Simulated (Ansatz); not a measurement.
# CH4NSi+ (SMILES C=[Si+]N): functionals against CCSD(T) at one geometry

How do the functionals fare away from a minimum? The structure is a structure displaced at random from a GFN2-xTB minimum.

Method: single points in def2-TZVPP; program: Ansatz 0.2.0, Gaussian basis.

Correlated methods freeze the cores.

### Step 1. Starting geometry

SMILES `C=[Si+]N`, 7 atoms, charge 1, spin multiplicity 1.

Atoms are counted from 1 here; the program's logs count them from 0.

Bond lengths: C1–Si2 1.768 Å, C1–H4 1.152 Å, C1–H5 1.263 Å, Si2–N3 1.667 Å, N3–H6 0.890 Å, N3–H7 1.082 Å. Angles: Si2–C1–H4 109.9°, Si2–C1–H5 122.8°, H4–C1–H5 105.8°, C1–Si2–N3 164.1°, Si2–N3–H6 119.1°, Si2–N3–H7 137.7°, H6–N3–H7 103.2°.

As a file:

```
C    -1.14920    0.44170   -1.08930
Si    0.00430   -0.02370    0.16650
N     1.39490   -0.31080    1.03990
H    -1.59480   -0.49970   -1.58050
H    -2.12700    1.21000   -0.86950
H     1.62490    0.25560    1.68690
H     2.19190   -1.04190    1.05730
```

### Step 2. CCSD(T)/def2-TZVPP

run/in.yaml

```yaml
crystal:
  periodic: [false, false, false]
  atoms:
    - {symbol: C, position_ang: [-1.149200, 0.441700, -1.089300]}
    - {symbol: Si, position_ang: [0.004300, -0.023700, 0.166500]}
    - {symbol: N, position_ang: [1.394900, -0.310800, 1.039900]}
    - {symbol: H, position_ang: [-1.594800, -0.499700, -1.580500]}
    - {symbol: H, position_ang: [-2.127000, 1.210000, -0.869500]}
    - {symbol: H, position_ang: [1.624900, 0.255600, 1.686900]}
    - {symbol: H, position_ang: [2.191900, -1.041900, 1.057300]}
basis:
  gaussian: {orbitals: def2-TZVPP}
total_charge: 1
correlation: {method: ccsd_t}
output: {forces: true}
```

The command line of these runs was not kept.

### Step 3. PBE0-D4/def2-TZVPP

run/in.yaml: that of step 2 with these lines changed.

```diff
@@ -13,3 +13,3 @@
 total_charge: 1
-correlation: {method: ccsd_t}
-output: {forces: true}
+hamiltonian: {xc: pbe0, dispersion: d4}
+output: {forces: true, orbitals: {seedname: orbitals}}
```

### Step 4. wB97M-V/def2-TZVPP

run/in.yaml: that of step 3 with these lines changed.

```diff
@@ -13,3 +13,3 @@
 total_charge: 1
-hamiltonian: {xc: pbe0, dispersion: d4}
-output: {forces: true, orbitals: {seedname: orbitals}}
+hamiltonian: {xc: {name: wB97M-V}}
+output: {forces: true}
```

### Step 5. r2SCAN-D4/def2-TZVPP

run/in.yaml: that of step 4 with these lines changed.

```diff
@@ -13,3 +13,3 @@
 total_charge: 1
-hamiltonian: {xc: {name: wB97M-V}}
+hamiltonian: {xc: r2scan, dispersion: d4}
 output: {forces: true}
```

### Step 6. PBE-D4/def2-TZVPP

run/in.yaml: that of step 5 with these lines changed.

```diff
@@ -13,3 +13,3 @@
 total_charge: 1
-hamiltonian: {xc: r2scan, dispersion: d4}
+hamiltonian: {xc: pbe, dispersion: d4}
 output: {forces: true}
```

### Step 7. r2SCANh-D4/def2-TZVPP

run/in.yaml: that of step 6 with these lines changed.

```diff
@@ -13,3 +13,3 @@
 total_charge: 1
-hamiltonian: {xc: pbe, dispersion: d4}
+hamiltonian: {xc: {name: r2SCANh}, dispersion: d4}
 output: {forces: true}
```

### Step 8. wB97X-V/def2-TZVPP

run/in.yaml: that of step 7 with these lines changed.

```diff
@@ -13,3 +13,3 @@
 total_charge: 1
-hamiltonian: {xc: {name: r2SCANh}, dispersion: d4}
+hamiltonian: {xc: {name: wB97X-V}}
 output: {forces: true}
```

(Steps that only read results are left out.)

Q: Predict the outcome of this session. Wanted: energy less free atoms, CCSD(T)/def2-TZVPP; RMS force component; RMS force error; HOMO and LUMO, PBE0-D4; T1 diagnostic.

As calculated:

| quantity | value |
| --- | --- |
| energy less free atoms, CCSD(T)/def2-TZVPP | -330.8 kcal/mol |
| RMS force component | 2.869 to 2.926 eV/Å over the methods |
| RMS force error | PBE0-D4 0.171, wB97M-V 0.189, r2SCAN-D4 0.166, PBE-D4 0.203, r2SCANh-D4 0.177, wB97X-V 0.229 eV/Å |
| HOMO and LUMO, PBE0-D4 | -12.49 and -8.60 eV |
| T1 diagnostic | 0.018 |

Against CCSD(T) the functionals' energies less atoms differ by -35.0 to -11.9 kcal/mol, PBE-D4 by -35.0 kcal/mol. CCSD(T) in triple zeta still lacks some correlation energy of the bonds, so part of these gaps is its own basis error and they don't rank the functionals. On forces the order runs from r2SCAN-D4 to wB97X-V. Frozen-core CCSD(T) forces in triple zeta carry basis errors of their own, and this is one geometry, so small gaps rank nothing. The restricted Hartree–Fock reference is unstable towards an unrestricted one at one or more of these structures.
